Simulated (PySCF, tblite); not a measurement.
# Complex of hydronium and 4 × hydrogen fluoride

A gas-phase complex of hydronium and 4 × hydrogen fluoride; charge +1, singlet. The structure comes from a short search (6 tight-binding starts) and was relaxed by PBE0-D3(BJ)/def2-SVPD; another way of binding may lie lower. No frequency run checks that it is a minimum.

Parts: 1 = hydronium ([OH3+]), atoms 1–4, charge +1; 2 = hydrogen fluoride (F), atoms 5–6; 3 = hydrogen fluoride (F), atoms 7–8; 4 = hydrogen fluoride (F), atoms 9–10; 5 = hydrogen fluoride (F), atoms 11–12.

```xyz
12

O     0.638   -0.417   -0.033
H     0.554    0.204   -0.801
H     0.297   -1.336   -0.279
H     1.569   -0.438    0.306
F    -0.293   -2.582   -0.823
H    -0.365   -3.472   -0.487
F    -0.433   -4.908    0.078
H    -0.828   -5.641   -0.332
F     0.549    1.079   -2.144
H     0.058    1.794   -2.473
F     3.123   -0.524    0.707
H     3.645   -0.257    1.426
```
Atom numbers follow the order of the file, from 1.

Contacts between parts, classed by geometry: H3···F5 1.482 Å (hydrogen bond, 171°); H6···F7 1.545 Å (hydrogen bond, 178°); H2···F9 1.603 Å (hydrogen bond, 172°); H4···F11 1.608 Å (hydrogen bond, 174°).

Interaction energies are complex less parts, with the parts frozen as they stand in it; counterpoise-corrected, in kcal/mol (PySCF).

Task: How strongly do the parts interact, level by level?

Result: 
```
                 level  interaction  superposition error removed
wB97M-D3(BJ)/def2-SVPD       -61.19                        -2.46
 PBE0-D3(BJ)/def2-SVPD       -63.70                        -2.60
```

Task: What holds them together? Decompose the wB97M-D3(BJ)/def2-SVPD energy: frozen parts, their antisymmetrised product, then relaxation.

Result: electrostatic -67.2, Pauli repulsion +51.8, orbital relaxation -45.9, dispersion correction -2.3 kcal/mol, which sum to the value before the counterpoise correction; the Pauli term holds the exchange-correlation of the frozen density too. Of the attraction, 58 % is electrostatic, 40 % is orbital relaxation, 2 % is dispersion correction.

The parts were also relaxed and run alone, at the levels used for the complex: shieldings by PBE0/pcSseg-2; core levels by delta-SCF with SCAN, pcX-2 on the ionised atom and pcseg-1 elsewhere, spin-free X2C.

Values alone: O1–H3 bond (Å): 0.980; shielding of H3 (ppm): 23.87; shielding of F5 (ppm): 410.9; shielding of H6 (ppm): 29.19; shielding of F7 (ppm): 410.9; O1 1s core level (eV): 552.23; F5 1s core level (eV): 694.12; F7 1s core level (eV): 694.12.

Task: What does binding change?

Result: 
| property | alone | in the complex | change |
| --- | --- | --- | --- |
| O1–H3 bond (Å) | 0.980 | 1.011 | +0.031 |
| shielding of H3 (ppm) | 23.87 | 18.87 | -5.00 |
| shielding of F5 (ppm) | 410.9 | 380.8 | -30.1 |
| shielding of H6 (ppm) | 29.19 | 21.21 | -7.98 |
| shielding of F7 (ppm) | 410.9 | 397.7 | -13.2 |
| O1 1s core level (eV) | 552.23 | 547.33 | -4.90 |
| F5 1s core level (eV) | 694.12 | 698.21 | +4.10 |
| F7 1s core level (eV) | 694.12 | 698.90 | +4.78 |

Density functionals tend to overstate the lengthening and the red shift of so strongly bound an X–H bond.

The 4 runs behind this took 92 s in all, one thread each of Intel Xeon 6975P-C on a shared host, launched as `OMP_NUM_THREADS=1 python cluster_run.py task.json out`.
